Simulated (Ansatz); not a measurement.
AlH3Cl, doublet: from triple and quadruple zeta to the limit

```xyz
5

Al   -1.8129    0.0000    0.0000
H    -2.6059    1.3734    0.0000
H    -2.6059   -1.3734    0.0000
H    -0.1109    0.0000    0.0000
Cl    1.5311    0.0000    0.0000
```

Connectivity, by distances: AlH2 ··· Cl, 1 bridging H.

Ansatz 0.2.0, UHF determinant, valence electrons correlated. Energies in eV.

| set | X | functions | Hartree–Fock | MP2 correlation | CCSD(T) correlation | time |
| --- | --- | --- | --- | --- | --- | --- |
| def2-TZVPP | 3 | 126 | -19132.5985 | -7.5613 | -8.9818 | 2.9 s on 1 × NVIDIA H100 80GB HBM3 with 1 thread of AMD EPYC 7R13 Processor (Zen 3) (shared host) |
| def2-QZVPP | 4 | 230 | -19133.1616 | -8.2693 | -9.6718 | 4.9 s on 1 × NVIDIA H100 80GB HBM3 with 1 thread of AMD EPYC 7R13 Processor (Zen 3), with other jobs on the host |

Hartree–Fock is taken to follow E(X) = E∞ + A·exp(−7.88·√X), correlation E(X) = E∞ + B·X^−2.97.

Q: Work out the CCSD(T) energy at the limit, and how far the shortcut misses it that extrapolates MP2 and adds CCSD(T) minus MP2 from the smaller set.

A: Hartree–Fock: E∞ = E4 + 0.1377·(E4 − E3) = -19133.2392. Correlation: E∞ = E4 + 0.7407·(E4 − E3) = -10.1830 for CCSD(T) and -8.7938 for MP2. The limit is -19143.4221 eV, 0.589 eV below def2-QZVPP. The shortcut gives a correlation energy of -8.7938 + (-1.4205) = -10.2143, 31 meV lower than the direct value.

Past Ne part of the Hartree–Fock step between the two sets comes from the cores, which don't follow the formula, so the 78 meV that it adds to the total can overshoot; that part largely cancels in differences.
